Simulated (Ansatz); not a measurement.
**Zinc-blende MgS (metastable phase)**

Method: r²SCAN (plane waves, PAW; Ansatz, an electronic-structure program).

Settings: plane-wave cutoff 560 eV, 10×10×10 k mesh, Fermi–Dirac smearing 0.01 eV, scalar-relativistic PAW data made under PBE.

Cell: measured lattice: a = 5.622 Å, b = 5.622 Å, c = 5.622 Å, α = 90.00°, β = 90.00°, γ = 90.00°.

```json
{
  "band_gap": "4.26 eV (direct)",
  "width_of_the_whole_s_p_valence_band": "11.81 eV"
}
```

Measured, for comparison: band gap 4.78 ± 0.1 eV (temperature not stated, extrapolated in composition from an alloy gap of 4.19 eV, direct; extrapolated from a Zn0.2Mg0.8S0.645Se0.355 epilayer; as tabulated in Lucero et al. (2012), arXiv:1111.4515). Computed (rounded) less measured: band gap -0.52 eV.

Note: cell and atoms aren't relaxed at this level (pressure 1.3 GPa).

Static lattice: no zero-point or thermal effects.

It cost very roughly 13 core-seconds of CPU time.
